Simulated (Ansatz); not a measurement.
Born–Oppenheimer molecular dynamics of BF₂H₂ (5 atoms, charge 0, multiplicity 2). It starts at the highest image of a converged band, a first-order saddle point between two minima.

Method: UKS r2SCAN-D4/6-31G* in Ansatz 0.2.0.

| Item | Value |
| --- | --- |
| ensemble | NVE (velocity Verlet) |
| time step | 0.5 fs |
| steps asked | 200 |
| starting velocities drawn for | 300 K |
| seed | 10615 |

First frame:

```xyz
5
Properties=species:S:1:pos:R:3
B 0.000 -0.030 -0.028
H 0.000 -0.024 1.509
F 1.140 0.016 -0.686
F -1.140 0.016 -0.686
H 0.000 0.022 2.412
```

(1) How far do the bonds stretch over the last three quarters of this one trajectory? (Pairs bonded in most of those frames.)

Answers

(1) 
```
 bond  mean (Å)  spread (Å)  shortest  longest
B1–F3     1.320       0.015      1.29     1.34
B1–F4     1.320       0.010      1.30     1.34
H2–H5     0.742       0.013      0.72     0.76
```

Mean temperature of the second half: 765 K. The conserved energy stayed within 0.044 meV per atom of its start (net change 0.03 meV per atom), so the integration is sound. The kinetic energy rose, since the run started high on the potential surface and went downhill. It ends in pieces (BF2 + H2), so much of that is their flight and rotation, not heat. A run of 0.1 ps of so small a system gives no equilibrium averages.

The run took 8.8 min on 1 thread of Arm Neoverse V1, on a shared host, peak memory 0.13 GiB.
